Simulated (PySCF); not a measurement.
**Dipole moment and polarisability across levels of theory**

1-chloro-1,1-difluoroethane, C2H3ClF2.
SMILES with atom numbers: `[CH3:1][C:2]([F:3])([F:4])[Cl:5]` (hydrogens: H6, H7, H8 on C1)

Structure used (PBE0-D3(BJ)/def2-SVP), in Å, numbered top down from 1:
```
atom  x, y, z in Å
C1    -0.7899   -0.1344    0.0152
C2     0.6821    0.1587    0.0216
F3     1.1820    0.0629    1.2596
F4     0.9264    1.4028   -0.4071
Cl5    1.5827   -0.9733   -1.0281
H6    -0.9688   -1.1498    0.3900
H7    -1.1855   -0.0460   -1.0041
H8    -1.2908    0.5933    0.6692
```

PySCF, dipoles from the SCF density, polarisabilities from static response with core orbitals frozen. Geometry: PBE0-D3(BJ)/def2-SVP; no solvent, vibrations or thermal averaging.

Reference dipole: 2.140 D (measured, gas; NIST CCCBDB Release 22 (SRD 101), experimental dipoles). Reference dipole: 2.140 D (measured, unstated (gas or solution; conformer average); Muller, Mokrushina, Arlt, J. Chem. Eng. Data 57 (2012) 1231, supporting information). Errors are taken against the first value of each kind. The anisotropy is √(½[(α1 − α2)² + (α2 − α3)² + (α3 − α1)²]).

```tsv
level	μ (D)	error (%)	α (Å³)	anisotropy (Å³)
LDA/def2-SVPD	2.198	+2.7	6.59	1.63
PBE/def2-SVPD	2.143	+0.1	6.56	1.63
B3LYP/def2-SVPD	2.208	+3.2	6.33	1.57
PBE0/def2-SVPD	2.223	+3.9	6.26	1.55
BHandHLYP/def2-SVPD	2.296	+7.3	6.06	1.51
CAM-B3LYP/def2-SVPD	2.245	+4.9	6.25	1.52
wB97X-D/def2-SVPD	2.249	+5.1	6.21	1.51
LC-wPBE/def2-SVPD	2.247	+5.0	6.12	1.46
HF/def2-SVPD	2.383	+11.4	5.79	1.46
PBE0/6-31G*	2.128	-0.6	4.73	2.02
PBE0/def2-SVP	2.101	-1.8	4.60	1.76
PBE0/6-31+G*	2.273	+6.2	5.56	1.79
PBE0/aug-cc-pVDZ	2.194	+2.5	6.27	1.64
PBE0/def2-TZVP	2.145	+0.2	5.66	1.78
PBE0/def2-TZVPD	2.168	+1.3	6.38	1.60
```

For the dipole, the smallest error is 0.1% (PBE/def2-SVPD) and the largest 11.4% (HF/def2-SVPD). The dipole runs from 2.10 D (PBE0/def2-SVP) to 2.38 D (HF/def2-SVPD). No reference polarisability is at hand; against PBE0 in the largest diffuse basis at hand (def2-TZVPD) the other PBE0 rows deviate by 6-31G* -26%, def2-SVP -28%, 6-31+G* -13%, def2-SVPD -2%, aug-cc-pVDZ -2%, def2-TZVP -11%. In one basis (def2-SVPD) the functionals order the polarisability from HF (lowest) to LDA (highest), a spread of 14%. With PBE0 the polarisability is 4.99 Å³ without diffuse functions (mean of 6-31G*, def2-SVP and def2-TZVP) and 6.11 Å³ with them (mean of 6-31+G*, def2-SVPD, aug-cc-pVDZ and def2-TZVPD). Measured values can belong to vibrating molecules and may average over conformers; the computed ones are for one fixed geometry.
